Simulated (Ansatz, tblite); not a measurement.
# The cluster Cs2F: a ladder of methods and basis sets

One table from this session's results is given with a row withheld; the runs are named, their logs left out.

Method: as each input shows; program: Ansatz 0.2.0, Gaussian basis.

Levels to be run: GFN1-xTB, GFN2-xTB, PBE-D4/def2-TZVP, r2SCAN-D4/def2-TZVP, HSE06-D4/def2-TZVP, B2PLYP/def2-TZVP, revPBE-D4/def2-TZVP, BLYP-D4/def2-TZVP, HF/def2-TZVP, PBE-D4/def2-SVP, PBE0-D4/def2-SVP, PBE0-D4/def2-TZVPD, PBE-D4/def2-TZVPD, r2SCAN-D4/def2-TZVPD, CCSD(T)/def2-TZVPP, MP2/def2-TZVP, RPA/def2-TZVP, CCSD(T)/def2-TZVPD.

### The structure

The geometry is that of the doublet, from an earlier relaxation (PBE0-D4/def2-TZVP). At that level it is the lowest of the isomers that a small search found.

3 atoms, charge 0, spin multiplicity 2.

Bond lengths: Cs1–F3 2.559 Å, Cs2–F3 2.559 Å. Angles: Cs1–F3–Cs2 129.3°.

Cs takes a core potential in the def2 sets. No spin-orbit coupling is included.

PBE0-D4/def2-TZVP was run before; its log isn't repeated, and its numbers join the tables.

The first run:

Tight binding, by tblite at 300 K electronic temperature and without a spin-polarisation term:

```python
tblite.interface.Calculator('GFN1-xTB', numbers, positions, charge=0, uhf=1).singlepoint()
```

Tight binding, by tblite at 300 K electronic temperature and without a spin-polarisation term:

```python
tblite.interface.Calculator('GFN2-xTB', numbers, positions, charge=0, uhf=1).singlepoint()
```

start.molden holds the orbitals of an earlier run on this state, given as this run's starting guess.

The input, in.yaml:

```yaml
crystal:
  periodic: [false, false, false]
  atoms:
    - {symbol: Cs, position_ang: [1.553271, -0.964082, 1.462726]}
    - {symbol: Cs, position_ang: [-0.970242, 1.370245, -1.631762]}
    - {symbol: F, position_ang: [-0.583029, -0.406163, 0.169036]}
basis:
  gaussian: {orbitals: def2-TZVP, initial_orbitals: start.molden}
magnetization: {spin_polarized: true, initial_magnetization: 1}
hamiltonian: {xc: pbe, dispersion: d4}
scf: {omitted_lower_state_checks: [starts]}
output: {orbitals: {seedname: orbitals}}
```

On the command line:

```sh
$ ansatz run in.yaml --threads 4 --pin off --events-out ev --progress --plain --max-ram 3916MiB
```

Among the steps run: PBE-D4/def2-TZVP; r2SCAN-D4/def2-TZVP; HSE06-D4/def2-TZVP; B2PLYP/def2-TZVP; revPBE-D4/def2-TZVP; BLYP-D4/def2-TZVP; HF/def2-TZVP; PBE-D4/def2-SVP; PBE0-D4/def2-SVP; PBE0-D4/def2-TZVPD; PBE-D4/def2-TZVPD; r2SCAN-D4/def2-TZVPD; CCSD(T)/def2-TZVPP; MP2/def2-TZVP; RPA/def2-TZVP; CCSD(T)/def2-TZVPD.

One table of the session follows, with a row left open; its other results are not shown here.

```
               level  HOMO (eV)  LUMO (eV)  gap (eV)
        HF/def2-TZVP      -2.75      -0.04      2.71
     PBE-D4/def2-SVP      -1.87      -1.44      0.43
    PBE-D4/def2-TZVP      -1.86      -1.37      0.48
   PBE-D4/def2-TZVPD      -1.86      -1.36      0.50
 revPBE-D4/def2-TZVP      -1.79      -1.44      0.35
   BLYP-D4/def2-TZVP      -1.77      -1.49      0.27
 r2SCAN-D4/def2-TZVP      -1.82      -1.23      0.59
r2SCAN-D4/def2-TZVPD      -1.81      -1.26      0.55
    PBE0-D4/def2-SVP          ?          ?         ?
   PBE0-D4/def2-TZVP      -2.13      -0.99      1.14
  PBE0-D4/def2-TZVPD      -2.13      -0.99      1.13
  HSE06-D4/def2-TZVP      -1.87      -1.26      0.61
```

**Question.** Estimate the row for PBE0-D4/def2-SVP.

As computed: HOMO (eV): -2.13; LUMO (eV): -1.00; gap (eV): 1.13.
